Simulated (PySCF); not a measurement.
# CH6FN: the cost of one run

Computed with PySCF 2.14.0; each step states its level. No surroundings beyond the atoms listed, unless a continuum is named. Atoms count from 0, parts from 1.

## 1. Starting point

9 atoms, charge 0, multiplicity 1; geometry: GFN2-xTB. Parts: 1 = atoms 0–3, `N`, charge 0; 2 = atoms 4–8, `CF`, charge 0.

## 2. Optimising the geometry at PBE0-D3(BJ)/def2-SVPD

The job: settings as JSON, then the geometry in Å.

```
{"job": {"xc": "PBE0", "basis": "def2-SVPD", "d3": "d3bj", "grid": 2, "kind": "geom", "shake": 0.01}, "charge": 0, "multiplicity": 1, "parts": [{"atoms": "0-3", "charge": 0, "multiplicity": 1}, {"atoms": "4-8", "charge": 0, "multiplicity": 1}]}
N     -0.020080     0.128291     0.193779
H     -0.860166    -0.438090     0.325493
H      0.754663    -0.450150     0.199853
H     -0.072173     0.553652    -0.743789
C      0.412956     1.928432     2.922081
F      0.936296     1.066451     3.846054
H     -0.512017     2.315250     3.338822
H      1.149743     2.750077     2.792815
H      0.248071     1.397449     2.017490
```

The run is started by

```bash
$ OMP_NUM_THREADS=1 python cluster_run.py task.json out
```

This one command runs all jobs of the session in turn.

Q: Estimate the wall time and peak memory of this first job on 1 thread of Intel Xeon Platinum 8488C, shared host.

About 25 s, with a peak of 0.51 GiB.
